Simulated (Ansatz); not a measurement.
Basis-set extrapolation for `c1cncnc1` (PBE0-D4/def2-TZVP geometry, frozen core, Ansatz 0.2.0). Multiplicity 1, RHF reference.

```tsv
	def2-TZVPP	def2-QZVPP
HF	-262.789452	-262.800556
MP2 correlation	-1.009380	-1.076408
CCSD(T) correlation	-1.077945	not run
```

Energies in hartree. Use E(X) = E(∞) + A·exp(−7.88·√X) for Hartree–Fock and E(X) = E(∞) + B·X^(−2.97) for correlation, with X = 3 and 4, and add CCSD(T) minus MP2 of the smaller set to the MP2 limit.

Q: What is the CCSD(T) energy at the basis-set limit?

A: HF limit: -262.800556 + (-0.011104) × 0.13774 = -262.80209. MP2 limit: -1.076408 + (-0.067028) × 0.74074 = -1.12606. Higher-order term: -1.077945 − (-1.009380) = -0.06856. Total: -263.99671 hartree, 339.5 kJ/mol below CCSD(T)/def2-TZVPP.
